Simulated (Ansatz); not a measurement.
hcp Be, relaxed in Ansatz (plane waves) with several semilocal functionals. Each gives its own volume and its own bulk modulus:

```csv
level,V0 (Å³/atom),bulk modulus (GPa),ln V0,ln B0
PBE-D3(BJ),7.433,133.3,2.0059,4.8926
PBEsol-D3(BJ),7.484,131.5,2.0128,4.8790
LDA,7.549,131.2,2.0214,4.8767
PBEsol,7.837,123.9,2.0589,4.8195
r²SCAN,7.908,124.4,2.0679,4.8235
RPBE,8.115,118.0,2.0937,4.7707
```

### Question
Fit a straight line to ln B0 against ln V0. What does it predict for revPBE, whose volume is 8.083 Å³/atom?

### Answer
With x = ln V0 and y = ln B0: means 2.04343 and 4.84367; Σ(Δx Δy) = -0.008182, Σ(Δx²) = 0.006197, so the slope is -1.32. At x = 2.0898 the line gives y = 4.84367 + (-1.32) × (2.0898 − 2.04343) = 4.7825, or 119.4 GPa. The run with revPBE gives 118.4 GPa, -0.8 % from the line. The rows used scatter about it by up to 1.2 %, while the largest value lies 13 % above the smallest.

Measured: 117 GPa (measured, room temperature, no zero-point or thermal correction, our sources range from 97.2 to 117; as tabulated in arXiv:2410.04971).

Ansatz's density-functional and Hartree–Fock values are scalar-relativistic unless marked +SOC, with PAW data made under PBE.

Ansatz is a program for electronic structure.
